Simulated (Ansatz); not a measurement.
# LiC+ (singlet): wave-function methods side by side at distance C1–Li2 = 1.830 Å, aug-cc-pVTZ

One table from this session's results is given with a row withheld; the runs are named, their logs left out.

Computed with Ansatz 0.2.0, Gaussian basis. Level: aug-cc-pVTZ, core rule «outside noble gas», up to 2 orbitals frozen.

The runs, in order: UHF; CCSD(T) on RHF; CCSD(T) on UHF; BCCD(T) on RHF; CCSDT(Q) on RHF; CCSDT(Q) on UHF; Full CI.

43 further runs of the same task are left out: 19 for a known fault of the program, 12 that didn't finish, 12 set aside as unsound or not needed. Runs told in other sessions of the task aren't counted.

## What is computed

The geometry derives from a PBE0/def2-TZVP stationary point (not a proven minimum). One bond is set to the value named and the two fragments are kept rigid.

2 atoms, charge 1, spin multiplicity 1.

Atoms are counted from 1 here; the program's logs count them from 0.

Bond lengths: C1–Li2 1.830 Å.

The first run:

Contents of in.yaml:

```yaml
crystal:
  periodic: [false, false, false]
  atoms:
    - {symbol: C, position_ang: [0.000000, 0.000000, 0.000000]}
    - {symbol: Li, position_ang: [0.000000, 0.000000, 1.830000]}
basis:
  gaussian: {orbitals: aug-cc-pVTZ}
total_charge: 1
magnetization: {spin_polarized: true, initial_magnetization: 0}
hamiltonian: {xc: hf}
output: {orbitals: {seedname: orbitals}}
```

The run is started by

```bash
ansatz run in.yaml --threads 1 --pin off --events-out ev --progress --plain --max-ram 2393MiB
```

Steps of the session up to this table: UHF; CCSD(T) on RHF; CCSD(T) on UHF; BCCD(T) on RHF; CCSDT(Q) on RHF; CCSDT(Q) on UHF; Full CI.

One table of the session follows, with a row left open; its other results are not shown here.

It belongs to the step «Misses and costs». 

| method | from FCI (kJ/mol) |
| --- | --- |
| RHF | +324.8 |
| RMP2 | +101.1 |
| RCCSD | +15.5 |
| RCCSD(T) | +6.1 |
| BCCD(T) | +6.0 |
| RCCSDT | ? |
| RCCSDT(Q) | +2.0 |
| FCI | 0 |

Estimate the missing values for RCCSDT.

The run gave: from FCI (kJ/mol): +4.0. In the column «from FCI (kJ/mol)» it lies between RCCSDT(Q) (+2.0) and BCCD(T) (+6.0).

Left out of the table: UHF, UMP2, UCCSD, UCCSD(T), UCCSDT, UCCSDT(Q) (another determinant or state than the rows shown). UCCSDT(Q) lies 1.11 eV below the table's zero, so the state tabled may not be the lowest.
